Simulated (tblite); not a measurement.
C₅H₉O (doublet state).
Cartesian coordinates in Å at the GFN2-xTB level; atoms count from 1:
```
atom  x, y, z in Å
C1     2.6664    0.7093   -0.2035
C2     1.5742   -0.0451    0.1303
C3     0.5273   -0.3203   -0.7225
C4    -0.6487   -1.1559   -0.3515
O5    -1.8814   -0.6293   -0.8045
C6    -2.2345    0.5740   -0.1701
H7     2.7629    1.1405   -1.1843
H8     3.4563    0.8971    0.4998
H9     1.5246   -0.4582    1.1316
H10    0.5292    0.0783   -1.7265
H11   -0.5807   -2.1383   -0.8392
H12   -0.6791   -1.3120    0.7389
H13   -1.4972    1.3625   -0.3604
H14   -3.1979    0.8693   -0.5806
H15   -2.3258    0.4359    0.9150
```

All values are computed: GFN2-xTB (tblite) harmonic vibrations without scaling, gas phase. The method is semi-empirical: single wavenumbers can be off by several per cent or more. One conformer, not necessarily the lowest. Open shells enter through the occupations alone, without spin polarisation, and single modes of such species can be off by tens of per cent.

Harmonic wavenumbers (cm⁻¹): 50.7, 119.2, 152.5, 214.9, 245.3, 358.1, 465.0, 489.7, 529.6, 706.1, 771.5, 907.8, 947.2, 968.3, 987.8, 1084.2, 1116.6, 1133.2, 1140.8, 1223.9, 1235.3, 1266.7, 1296.4, 1339.1, 1402.8, 1434.3, 1453.1, 1467.5, 1492.0, 1496.9, 2843.8, 2884.6, 2896.4, 2924.9, 3030.2, 3038.2, 3084.2, 3117.2, 3155.0.

A = 9304, B = 1677, C = 1549 MHz; mass 85.065 u (most abundant isotopes); point group C1, symmetry number 1; spin multiplicity 2.

Question: Zero-point energy?

Answer: ½Σν̃ = 27235 cm⁻¹ = 77.87 kcal/mol.

Question: What is S at 350 K and 1 bar for an ideal gas of classical rigid rotors and harmonic oscillators?

Answer: Translation 40.06, rotation 27.47, vibration 22.49, spin (R ln 2) 1.38: S = 91.4 cal/(mol K).

Question: And Cp and H(350 K) − H(0)?

Answer: Cp = 32.19 cal/(mol K), of which vibrations give 24.25 (their classical limit is 39 R = 77.5); H(350 K) − H(0) = 6.96 kcal/mol without the zero-point energy, 4.17 from vibrations.

Question: Blend soft modes into free rotors: weight 1/[1 + (100 cm⁻¹/ν̃)⁴] for the oscillator and the rest for a rotor with moment μB/(μ + B), μ = h/(8π²ν), B = 10⁻⁴⁴ kg m². What vibrational entropy results?

Answer: 20.92 cal/(mol K) in place of 22.49, which changes −T·S at 350 K by +0.55 kcal/mol.

Question: How do the functions run with temperature in this model?

Answer: 
| T (K) | S (cal/(mol K)) | Cp (cal/(mol K)) | H − H(0) (kcal/mol) | G − H(0) (kcal/mol) | ln q(vib) |
| --- | --- | --- | --- | --- | --- |
| 150 | 71.0 | 18.3 | 1.96 | -8.70 | 1.90 |
| 250 | 81.9 | 24.9 | 4.11 | -16.36 | 3.61 |
| 298.15 | 86.6 | 28.3 | 5.39 | -20.42 | 4.43 |
| 400 | 95.9 | 35.8 | 8.66 | -29.72 | 6.18 |
| 600 | 112.9 | 48.0 | 17.11 | -50.63 | 9.64 |
| 900 | 134.8 | 60.0 | 33.45 | -87.89 | 14.69 |

q(vib) and H(0) count from the zero-point level.

Question: Which modes carry the vibrational entropy at 350 K?

Answer: 50.7 cm⁻¹: 5.11; 119.2 cm⁻¹: 3.42; 152.5 cm⁻¹: 2.95; 214.9 cm⁻¹: 2.30; 245.3 cm⁻¹: 2.05; 358.1 cm⁻¹: 1.39 cal/(mol K); the other 33 give 5.28 together.

Question: What must be added to the electronic energy to get the Gibbs energy at 350 K and 1 bar?

Answer: ZPE + [H(350 K) − H(0)] − T·S = 77.87 + 6.96 − 31.99 = 52.84 kcal/mol.

Hindered rotation and anharmonicity are outside this model. Other conformers, if any are populated, would add a mixing term that is left out. The structure is chiral; the term R ln 2 for an equal mix with its mirror image is left out.
